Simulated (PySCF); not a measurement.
# LiP: bond curves at several levels of theory

An exercise on one series of results from a longer session: the logs are not shown, and one member is left open.

The runs use PySCF 2.14.0; Li def2-SVPD, P def2-SVPD, no relativity.

Set-up of the first run:

Settings of the job:

```yaml
atoms: Li, P
charge: 0
basis: Li def2-SVPD, P def2-SVPD
Hamiltonian: no relativity
basis_functions: 36
electrons_treated: 18
masses_in_u: 7.0160, 30.9738
levels: PBE0, PBE, r²SCAN, BHandHLYP, TPSS, r²SCAN0, ωB97X, HF, MP2, SCS-MP2, CCSD, CCSD(T)
grid: 80 radial by 434 angular points
occupations: held fixed by the projection of orbital angular momentum
dissociation_limit: Li + P, each in its ground configuration
starting_distance_in_angstrom: 2.350
values_of_2S_to_try: 0, 2, 4
```

Run with:

```
OMP_NUM_THREADS=1 python dia.py task.json out
```

Among the steps run: Input; First curve: PBE0; Excited determinants; PBE; r²SCAN; BHandHLYP; TPSS (meta-GGA); r²SCAN0 (hybrid meta-GGA); ωB97X (range-separated hybrid); UHF (mean field); Correlated methods on the Hartree–Fock reference.

One of the session's tables, all rows but one given; the rest of the session is left out.

Differences from CCSD(T) in the same basis:

| level | Re (mÅ) | ωe (%) |
| --- | --- | --- |
| UHF | -15 | +6.2 |
| UHF-MP2 | ? | ? |
| UHF-SCS-MP2 | -6 | +1.8 |
| UHF-CCSD | -5 | +1.0 |
| PBE | -35 | +3.8 |
| TPSS | -30 | +4.7 |
| r²SCAN | -24 | +4.0 |
| PBE0 | -44 | +6.9 |
| r²SCAN0 | -35 | +6.5 |
| BHandHLYP | -55 | +9.1 |
| ωB97X | -42 | +7.8 |

**Question.** Estimate the row for UHF-MP2.

**Answer.** Re (mÅ): -8; ωe (%): +2.5. In the column «Re (mÅ)» it lies between UHF (-15) and UHF-SCS-MP2 (-6).
